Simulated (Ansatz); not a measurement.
The first iterations of a band of CH3NSi (6 atoms, charge 0, multiplicity 1).

These are results of RKS CAM-B3LYP-D4/def2-mTZVP in Ansatz, not measurements.

```
movable images  : 7
climbing image  : yes
spring          : 5.0 eV/Å²
optimiser       : quadratic models (default)
start path      : through a guess of the saddle point
force threshold : 0.05 eV/Å
iteration limit : 60
end points      : relaxed
```

First end point:

```xyz
6
Properties=species:S:1:pos:R:3
N 1.092 0.901 -0.907
C 0.390 0.202 -0.265
Si -0.273 -1.213 0.713
H 1.016 1.816 -1.325
H -1.530 -1.337 -0.091
H -0.694 -0.370 1.875
```

Last end point:

```xyz
6
Properties=species:S:1:pos:R:3
N 0.654 1.245 -0.890
C 0.210 0.353 -0.263
Si -0.213 -1.183 0.672
H 1.504 1.493 -1.373
H -1.495 -1.438 -0.056
H -0.659 -0.471 1.910
```

| iteration | highest image above the first end (eV) | largest band force component (eV/Å) |
| --- | --- | --- |
| 1 | 1.588 | 11.632 |
| 2 | 0.869 | 2.187 |
| 3 | 0.308 | 1.301 |
| 4 | 0.267 | 1.900 |
| 5 | 0.293 | 1.921 |
| 6 | 0.175 | 1.190 |
| 7 | 0.104 | 0.765 |
| 8 | 0.083 | 0.797 |

Q: Does the band converge within its limit, and where does its top end?

A: The run converged. It ended after 25 iterations with the highest image 0.022 eV above the first end. A vibrational analysis at the climbing image gives one clearly imaginary mode, 202i cm⁻¹: a first-order saddle point.

Run time: 5.3 min on 1 thread of Arm Neoverse V2 (shared host), peak memory 0.15 GiB.
